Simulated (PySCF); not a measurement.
CH2, optimised at PBE/def2-SVP:

```xyz
3

C     -0.0035    -0.0641    -0.0603
H      0.4915     0.2958    -0.9715
H     -0.6742    -0.8998     0.1775
```

Method: PySCF energies (xtb for GFN2) plus ideal-gas RRHO corrections (1 bar). 6-31G* has spherical d functions here. Open shells (unrestricted): CH2 (multiplicity 3). GFN2 has no spin-polarisation term. B3LYP is the form with VWN-RPA correlation.

Q: List the harmonic frequencies (cm⁻¹, unscaled) at this level and at the other levels, each on its own geometry.

A: 
- PBE/def2-SVP: 1002, 3073, 3317
- B3LYP/6-31G*: 1106, 3157, 3384
- GFN2-xTB: 919, 3135, 3297
- HF/6-31G*: 1239, 3323, 3524
- PBE0/def2-TZVP: 1056, 3152, 3389
